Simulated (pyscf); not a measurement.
Structures and frequencies: ωB97X-D3(BJ)/def2-SVP in PySCF.

Q: Estimate the classical barrier height and the reaction energy of `[CH4]` + `[CH3][InH][SH]` -> `[CH3][InH][CH3]` + `[SH2]` at ωB97M-D3(BJ)/def2-TZVP. The step runs on the singlet surface, breaks C–H, In–S and forms C–In, H–S; take the separated reactants as zero.

A: ΔE‡ = 43.5 kcal/mol, ΔE = +31.4 kcal/mol. Zero-point energy shifts the barrier by -2.0 kcal/mol. It is a four-centre exchange, with an imaginary mode of 1308i cm⁻¹. On the product side the descent ends in an adduct with a In–S contact, 11.9 kcal/mol under the separated species and 19.9 kcal/mol under the saddle at ωB97X-D3(BJ)/def2-TZVP. What is counted as broken (In–S) persists as a longer contact in the product adduct; parting that adduct is a step of its own. This is the saddle that the search found; another between the same sides may lie lower. Elements past Kr carry the def2 core potentials, without spin-orbit coupling.
